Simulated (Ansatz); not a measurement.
`F[CH2][AlH2]` → `[AlH3]` + `[CH]F` at 500 K and 1 bar (formal loss of a carbene).

Program: Ansatz. Geometries: PBE0-D4/def2-TZVP. ΔE: electronic, gas phase. CBS: MP2 limit from def2 TZ/QZ plus the TZ coupled-cluster correction, frozen cores. This one scheme is used for every species.

```csv
species,CCSD(T)/CBS energy (Eh),H − E (kJ/mol),S (J/(mol·K))
`F[CH2][AlH2]`,-382.22364,142.2,336.3
`[AlH3]`,-243.78045,68.7,232.2
`[CH]F`,-138.29972,50.0,241.9
```

H − E and S are ideal-gas, rigid-rotor, harmonic terms from PBE0-D4/def2-TZVP. 1 Eh = 2625.50 kJ/mol, R = 8.31446 J/(mol·K).

Problem. By hand: ΔE, ΔH, ΔS and ΔG.

Solution. ΔE = (-243.78045) + (-138.29972) − (-382.22364) = 0.14347 Eh = 376.7 kJ/mol. Δ(H − E) = 68.7 + 50.0 − 142.2 = -23.5, so ΔH = 353.2 kJ/mol. ΔS = 232.2 + 241.9 − 336.3 = 137.8 J/(mol·K). ΔG = 353.2 − 500 × (137.8)/1000 = 284.3 kJ/mol.

Problem. By hand: the equilibrium constant, and the temperature at which ΔG would vanish if ΔH and ΔS stayed fixed.

Solution. log₁₀ K = −ΔG/(RT ln 10) = -29.7. ΔG = 0 at ΔH/ΔS = 2563 K, far beyond where these terms or the molecules hold.

The number of gas molecules changes by +1, which sets the sign of ΔS. A doubt of 5 kJ/mol in ΔE shifts log₁₀ K by 0.5 here. These are equilibria of isolated gas molecules and say nothing of rates. Largest T1 diagnostic: 0.018 (customary marks: 0.02 for closed shells, 0.045 for open ones).
